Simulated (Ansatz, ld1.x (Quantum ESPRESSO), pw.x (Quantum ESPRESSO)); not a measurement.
# K: does the ultrasoft potential hold in the solid?

```json
{
 "Element": "K (Z = 19)",
 "Generator": "ld1.x (Quantum ESPRESSO) 7.5",
 "Type": "ultrasoft",
 "Functional": "PBEsol",
 "Relativity": "scalar-relativistic",
 "Frozen core": "[Ne]",
 "Valence charge": "9",
 "Reference configuration": "3s2 3p6 3d0 4s0 4p1",
 "Partial waves": "3s (bound): rcut 1.85, rcutus 2.05 bohr; 4s (bound, empty): rcut 1.85, rcutus 2.05 bohr; 3p (bound): rcut 1.95, rcutus 2.25 bohr; 4p (bound): rcut 1.95, rcutus 2.25 bohr; 3d (bound, empty): rcut 4.45, rcutus 4.70 bohr; 3d channel at 2.55 Ry: rcut 4.45, rcutus 4.70 bohr; 4f channel at 0.2 Ry: rcut 3.80, rcutus 4.70 bohr; 4f channel at 1.75 Ry: rcut 3.80, rcutus 4.70 bohr",
 "Local potential": "all-electron potential smoothed inside 4.05 bohr (lloc = -1)",
 "Core correction": "a·sin(br)/r model core inside 1.45 bohr",
 "Augmentation charge": "PSQ, inside the norm-conserving radii"
}
```

Atomic tests: cutoffs needed: 18 Ry and 25 Ry (the cutoffs (Ry, on a coarse ladder) from which the occupation-weighted sum of valence levels, in a spherical-Bessel basis at the reference potential, stays within 10 and 1 mRy of its value at 400 Ry); ghost test: no extra level below or beside the all-electron valence levels (s, p, d, f tested) (spherical-Bessel basis up to 400 Ry, 20 bohr box); configuration tests: test run stopped at test 1 of 7 (negative rho).

Crystal test: diamond K in pw.x 7.5, no spin, 8³ k-points, Fermi–Dirac smearing 0.01 Ry, cutoffs 40/320 Ry. The reference is all-electron LAPW (Ansatz 0.2.0) with the same functional, mesh and smearing; V0 and B0 come from Birch–Murnaghan fits to the pressures at five volumes. Errors are pseudo minus all-electron; Δ is the rms difference of the E(V) curves that follow from these fits, minima aligned, over ±6 % about the mean V0. Mesh and smearing are coarse, so the numbers serve the comparison and aren't converged zero-temperature values; the lattice is a test structure that the element need not adopt.

| V (Å³/atom) | P all-electron (GPa) | P pseudo (GPa) |
| --- | --- | --- |
| 100.295 | 0.07 | 0.38 |
| 102.935 | 0.03 | 0.30 |
| 105.574 | -0.00 | 0.23 |
| 108.213 | -0.03 | 0.16 |
| 110.853 | -0.06 | 0.11 |

All-electron: a0 = 9.444 Å (V0 = 105.30 Å³/atom), B0 = 1.3 GPa.

Pseudopotential: mean pressure error (GPa): +0.24. The pressure does not cross zero within the volumes sampled, so no fit is given. The largest radius (4.70 bohr) exceeds half the bond length (3.87 bohr), so the spheres overlap, which is one possible source of error among others. This is a poor potential for the solid. Atomic configuration tests: test run stopped at test 1 of 7 (negative rho).

Problem. At the middle volume, how do free energy and pressure move when the wave cutoff is lowered (ecutrho held at 320 Ry)?

Solution.

```
cutoff (Ry)  shift of F (meV/atom)  shift of P (GPa)
         18                  +70.5             -0.18
         24                  +17.4             -0.12
         32                   +1.6             +0.01
```

The run at the middle volume (29 k-points, 8 iterations) took about 3.3 min on one core of a shared host (Neoverse-N1, 64 threads, 124 GiB, load 51).
